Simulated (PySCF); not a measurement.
# Si2H5O (SMILES O[SiH2][SiH2]) at UCAM-B3LYP/ccECP-cc-pVDZ (core potential)

What is the vertical doublet–quartet gap of Si2H5O at UCAM-B3LYP/ccECP-cc-pVDZ (core potential)? Input form: a Python script.

Program for the calculation: PySCF 2.14.0.

## Step 1: The structure to begin with

Si2H5O: 8 atoms, total charge 0, spin state doublet. SMILES: `O[SiH2][SiH2]`. Geometry: relaxed at PBE0-D4/def2-TZVP. This is one conformer, not always the lowest.

Bond lengths: O1–Si2 1.652 Å, Si2–Si3 2.337 Å, O1–H4 0.958 Å, Si2–H5 1.483 Å, Si2–H6 1.494 Å, Si3–H7 1.490 Å, Si3–H8 1.491 Å. Angles: O1–Si2–Si3 111.8°, O1–Si2–H5 106.1°, O1–Si2–H6 110.6°, Si3–Si2–H5 109.1°, Si3–Si2–H6 110.3°, Si2–O1–H4 117.8°, Si2–Si3–H7 114.2°, Si2–Si3–H8 114.7°, H5–Si2–H6 108.7°, H7–Si3–H8 109.3°.

## Step 2: The energy at UCAM-B3LYP/ccECP-cc-pVDZ (core potential)

Contents of job.py:

```python
# O[SiH2][SiH2]
from pyscf import gto, dft

system = gto.M(
    atom='''
O     -2.198696    -0.171398    -2.933233
Si     0.300089     0.780268    -1.323564
Si     1.015728    -1.733635     2.235735
H     -3.811389    -0.082959    -2.116304
H      2.481588     0.544430    -3.066459
H      0.027590     3.487679    -0.573154
H      3.443837    -1.196386     3.556465
H     -1.084703    -1.735902     4.115068
''',
    basis='ccecp-cc-pvdz',
    ecp='ccecp',
    charge=0,
    max_memory=1860,
    spin=1,
    verbose=4,
    unit='bohr',
)

ks = dft.UKS(system)
ks.xc = 'cam-b3lyp'
ks.grids.level = 4
ks.conv_tol = 1e-10
ks.kernel()
if not ks.converged:
    ks = ks.newton().run(ks.mo_coeff, ks.mo_occ)

e_final = ks.e_tot
print('E(%s) = %.9f' % ('CAM-B3LYP', e_final))
```

Launch:

```
$ OMP_NUM_THREADS=1 python job.py
```

What it wrote:

```text
PySCF version 2.14.0

[INPUT] num. atoms = 8
[INPUT] num. electrons = 19
[INPUT] charge = 0
[INPUT] spin (= nelec alpha-beta = 2S) = 1
[INPUT] symmetry False subgroup None
[INPUT] Mole.unit = bohr
[INPUT] Symbol           X                Y                Z      unit          X                Y                Z       unit  Magmom
[INPUT]  1 O     -1.163499816941  -0.090699915597  -1.552200057919 AA   -2.198696000000  -0.171398000000  -2.933233000000 Bohr   0.0
[INPUT]  2 Si     0.158800260048   0.412900044010  -0.700399905994 AA    0.300089000000   0.780268000000  -1.323564000000 Bohr   0.0
[INPUT]  3 Si     0.537500110093  -0.917400134053   1.183100011656 AA    1.015728000000  -1.733635000000   2.235735000000 Bohr   0.0
[INPUT]  4 H     -2.016900200751  -0.043900012241  -1.119899848179 AA   -3.811389000000  -0.082959000000  -2.116304000000 Bohr   0.0
[INPUT]  5 H      1.313199816493   0.288099948941  -1.622700221021 AA    2.481588000000   0.544430000000  -3.066459000000 Bohr   0.0
[INPUT]  6 H      0.014599999249   1.845600245804  -0.303300035148 AA    0.027590000000   3.487679000000  -0.573154000000 Bohr   0.0
[INPUT]  7 H      1.822400058523  -0.633100206664   1.882000229435 AA    3.443837000000  -1.196386000000   3.556465000000 Bohr   0.0
[INPUT]  8 H     -0.574000108217  -0.918599778790   2.177600206986 AA   -1.084703000000  -1.735902000000   4.115068000000 Bohr   0.0

nuclear repulsion = 33.8834827304111
number of shells = 30
number of NR pGTOs = 203
number of NR cGTOs = 64
basis = ccecp-cc-pvdz
ecp = ccecp

******** <class 'pyscf.dft.uks.UKS'> ********
method = UKS
initial guess = minao
damping factor = 0
level_shift factor = 0
DIIS = <class 'pyscf.scf.diis.CDIIS'>
diis_start_cycle = 1
diis_space = 8
diis_damp = 0
SCF conv_tol = 1e-10
SCF conv_tol_grad = None
SCF max_cycles = 50
direct_scf = True
direct_scf_tol = 1e-13
number electrons alpha = 10  beta = 9
XC library pyscf.dft.libxc version 7.0.0
    S. Lehtola, C. Steigemann, M. J.T. Oliveira, and M. A.L. Marques.,  SoftwareX 7, 1–5 (2018)
XC functionals = cam-b3lyp
    T. Yanai, D. P. Tew, and N. C. Handy.,  Chem. Phys. Lett. 393, 51 (2004)
radial grids:
    Treutler-Ahlrichs [JCP 102, 346 (1995); DOI:10.1063/1.469408] (M4) radial grids

becke partition: Becke, JCP 88, 2547 (1988); DOI:10.1063/1.454033
pruning grids: <function nwchem_prune>
grids dens level: 4
symmetrized grids: False
atomic radii adjust function: <function treutler_atomic_radii_adjust>
small_rho_cutoff = 0
Set gradient conv threshold to 1e-05
tot grids = 164640
init E= -26.2103377772427
[... the frontier-level lines of each cycle are left out ...]


cycle= 1 E= -26.6267935240035  delta_E= -0.416  |g|= 0.505  |ddm|= 2.74
cycle= 2 E= -26.5690043856698  delta_E= 0.0578  |g|= 0.644  |ddm|= 1.48
cycle= 3 E= -26.7310253930893  delta_E= -0.162  |g|= 0.026  |ddm|= 0.847
cycle= 4 E= -26.7315834798505  delta_E= -0.000558  |g|= 0.00658  |ddm|= 0.0533
cycle= 5 E= -26.7316513419475  delta_E= -6.79e-05  |g|= 0.00201  |ddm|= 0.0198
cycle= 6 E= -26.7316645207372  delta_E= -1.32e-05  |g|= 0.000762  |ddm|= 0.00949
cycle= 7 E= -26.7316664022884  delta_E= -1.88e-06  |g|= 0.000283  |ddm|= 0.00353
cycle= 8 E= -26.7316667187784  delta_E= -3.16e-07  |g|= 8.85e-05  |ddm|= 0.0015
cycle= 9 E= -26.7316667481623  delta_E= -2.94e-08  |g|= 2.78e-05  |ddm|= 0.00044
cycle= 10 E= -26.7316667503501  delta_E= -2.19e-09  |g|= 9e-06  |ddm|= 0.000111
cycle= 11 E= -26.7316667505972  delta_E= -2.47e-10  |g|= 3.53e-06  |ddm|= 3.98e-05
cycle= 12 E= -26.7316667506251  delta_E= -2.79e-11  |g|= 1.74e-06  |ddm|= 1.48e-05
Extra cycle  E= -26.7316667506273  delta_E= -2.15e-12  |g|= 1.83e-06  |ddm|= 5.53e-06
converged SCF energy = -26.7316667506273  <S^2> = 0.75358118  2S+1 = 2.003578
E(CAM-B3LYP) = -26.731666751
```

Run time: 41 s. Hardware: 1 thread of Arm Neoverse V2, shared host; peak memory 0.33 GiB.

## Step 3: The quartet

Contents of input.py:

```python
from pyscf import gto, dft

molecule = gto.M(
    atom='''
O   -1.163500  -0.090700  -1.552200
Si   0.158800   0.412900  -0.700400
Si   0.537500  -0.917400   1.183100
H   -2.016900  -0.043900  -1.119900
H    1.313200   0.288100  -1.622700
H    0.014600   1.845600  -0.303300
H    1.822400  -0.633100   1.882000
H   -0.574000  -0.918600   2.177600
''',
    max_memory=1860,
    basis='ccecp-cc-pvdz',
    spin=3,
    charge=0,
    ecp='ccecp',
    verbose=4,
)

ks = dft.UKS(molecule)
ks.xc = 'cam-b3lyp'
ks.grids.level = 4
ks.conv_tol = 1e-10
ks.kernel()
if not ks.converged:
    ks = ks.newton().run(ks.mo_coeff, ks.mo_occ)

energy = ks.e_tot
print(f'total energy: {energy:.8f} hartree')
```

Launch:

```
$ OMP_NUM_THREADS=1 python input.py
```

What it wrote:

```text
PySCF version 2.14.0

[INPUT] num. atoms = 8
[INPUT] num. electrons = 19
[INPUT] charge = 0
[INPUT] spin (= nelec alpha-beta = 2S) = 3
[INPUT] symmetry False subgroup None
[INPUT] Mole.unit = angstrom
[INPUT] Symbol           X                Y                Z      unit          X                Y                Z       unit  Magmom
[INPUT]  1 O     -1.163500000000  -0.090700000000  -1.552200000000 AA   -2.198696345931  -0.171398159498  -2.933232890550 Bohr   0.0
[INPUT]  2 Si     0.158800000000   0.412900000000  -0.700400000000 AA    0.300088508581   0.780267916833  -1.323564177645 Bohr   0.0
[INPUT]  3 Si     0.537500000000  -0.917400000000   1.183100000000 AA    1.015727791954  -1.733634746676   2.235734977973 Bohr   0.0
[INPUT]  4 H     -2.016900000000  -0.043900000000  -1.119900000000 AA   -3.811388620635  -0.082958976868  -2.116304286900 Bohr   0.0
[INPUT]  5 H      1.313200000000   0.288100000000  -1.622700000000 AA    2.481588346779   0.544430096487  -3.066458582332 Bohr   0.0
[INPUT]  6 H      0.014600000000   1.845600000000  -0.303300000000 AA    0.027590001419   3.487678535497  -0.573153933581 Bohr   0.0
[INPUT]  7 H      1.822400000000  -0.633100000000   1.882000000000 AA    3.443836889407  -1.196385609462   3.556464566431 Bohr   0.0
[INPUT]  8 H     -0.574000000000  -0.918600000000   2.177600000000 AA   -1.084702795500  -1.735902418025   4.115067608853 Bohr   0.0

nuclear repulsion = 33.8834856459316
number of shells = 30
number of NR pGTOs = 203
number of NR cGTOs = 64
basis = ccecp-cc-pvdz
ecp = ccecp

******** <class 'pyscf.dft.uks.UKS'> ********
method = UKS
initial guess = minao
damping factor = 0
level_shift factor = 0
DIIS = <class 'pyscf.scf.diis.CDIIS'>
diis_start_cycle = 1
diis_space = 8
diis_damp = 0
SCF conv_tol = 1e-10
SCF conv_tol_grad = None
SCF max_cycles = 50
direct_scf = True
direct_scf_tol = 1e-13
number electrons alpha = 11  beta = 8
XC library pyscf.dft.libxc version 7.0.0
    S. Lehtola, C. Steigemann, M. J.T. Oliveira, and M. A.L. Marques.,  SoftwareX 7, 1–5 (2018)
XC functionals = cam-b3lyp
    T. Yanai, D. P. Tew, and N. C. Handy.,  Chem. Phys. Lett. 393, 51 (2004)
radial grids:
    Treutler-Ahlrichs [JCP 102, 346 (1995); DOI:10.1063/1.469408] (M4) radial grids

becke partition: Becke, JCP 88, 2547 (1988); DOI:10.1063/1.454033
pruning grids: <function nwchem_prune>
grids dens level: 4
symmetrized grids: False
atomic radii adjust function: <function treutler_atomic_radii_adjust>
small_rho_cutoff = 0
Set gradient conv threshold to 1e-05
tot grids = 164640
init E= -26.2103380602097
[... the frontier-level lines of each cycle are left out ...]


cycle= 1 E= -26.3732758859891  delta_E= -0.163  |g|= 0.543  |ddm|= 3.43


cycle= 2 E= -26.0302404445531  delta_E= 0.343  |g|= 1.02  |ddm|= 2.15


cycle= 3 E= -26.5113455177434  delta_E= -0.481  |g|= 0.0498  |ddm|=  1.4


cycle= 4 E= -26.5144645604256  delta_E= -0.00312  |g|= 0.023  |ddm|= 0.245


cycle= 5 E= -26.5151426797907  delta_E= -0.000678  |g|= 0.00766  |ddm|= 0.0837


cycle= 6 E= -26.5153633253862  delta_E= -0.000221  |g|= 0.00321  |ddm|= 0.0774


cycle= 7 E= -26.5154177362316  delta_E= -5.44e-05  |g|= 0.00199  |ddm|= 0.0436


cycle= 8 E= -26.5154379367674  delta_E= -2.02e-05  |g|= 0.00115  |ddm|= 0.0312


cycle= 9 E= -26.5154447125401  delta_E= -6.78e-06  |g|= 0.00071  |ddm|= 0.0197


cycle= 10 E= -26.5154470122612  delta_E= -2.3e-06  |g|= 0.000352  |ddm|= 0.0116


cycle= 11 E= -26.5154476539357  delta_E= -6.42e-07  |g|= 0.000112  |ddm|= 0.00628


cycle= 12 E= -26.5154477391613  delta_E= -8.52e-08  |g|= 8.19e-05  |ddm|= 0.00115


cycle= 13 E= -26.5154477943067  delta_E= -5.51e-08  |g|= 2.16e-05  |ddm|= 0.00189


cycle= 14 E= -26.5154477974444  delta_E= -3.14e-09  |g|= 1.19e-05  |ddm|= 0.000318


cycle= 15 E= -26.515447797989  delta_E= -5.45e-10  |g|= 5.38e-06  |ddm|= 0.000123


cycle= 16 E= -26.5154477982049  delta_E= -2.16e-10  |g|= 2.71e-06  |ddm|= 0.000147


cycle= 17 E= -26.5154477982288  delta_E= -2.39e-11  |g|= 7.79e-07  |ddm|= 3.58e-05


Extra cycle  E= -26.5154477982314  delta_E= -2.57e-12  |g|= 5.31e-07  |ddm|= 8.71e-06
converged SCF energy = -26.5154477982314  <S^2> = 3.7572767  2S+1 = 4.0036367
total energy: -26.51544780 hartree
```

Wall time 54 s (1 thread of Arm Neoverse V2, shared host); peak memory 0.33 GiB.

## Step 4: Results

Level: UCAM-B3LYP/ccECP-cc-pVDZ (core potential).

| quantity | value |
| --- | --- |
| doublet: total energy | -26.73167 Eh |
| doublet: dipole moment | 1.17 D |
| doublet: HOMO energy (highest over α and β) | -7.40 eV |
| doublet: LUMO energy (lowest over α and β) | -1.67 eV |
| doublet: ⟨S²⟩ | 0.754 |
| quartet: total energy | -26.51545 Eh |
| quartet: dipole moment | 1.34 D |
| quartet: HOMO energy (highest over α and β) | -3.54 eV |
| quartet: ⟨S²⟩ | 3.757 |
| vertical energy of the quartet above the doublet | 5.884 eV |

At this shape the quartet lies 5.88 eV (568 kJ/mol) above the doublet.
